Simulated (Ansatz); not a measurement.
**Spinel ZnSc₂S₄ (cell taken from a computed entry): smallest direct gap on the k points sampled by level of theory**

No measured value is used here.

```json
[
 {"level (code)": "LDA (Ansatz)", "value (eV)": "0.30"},
 {"level (code)": "PBEsol (Ansatz)", "value (eV)": "0.39"},
 {"level (code)": "HSE06 (Ansatz)", "value (eV)": "1.51"},
 {"level (code)": "PBE0 (Ansatz)", "value (eV)": "2.19"}
]
```

Computed values are for a static lattice.  Values are at the PBEsol cell. Cutoffs and k meshes differ between the levels. Ansatz's density-functional and Hartree–Fock values are scalar-relativistic unless marked +SOC, with PAW data made under PBE.

Ansatz is an electronic-structure program.
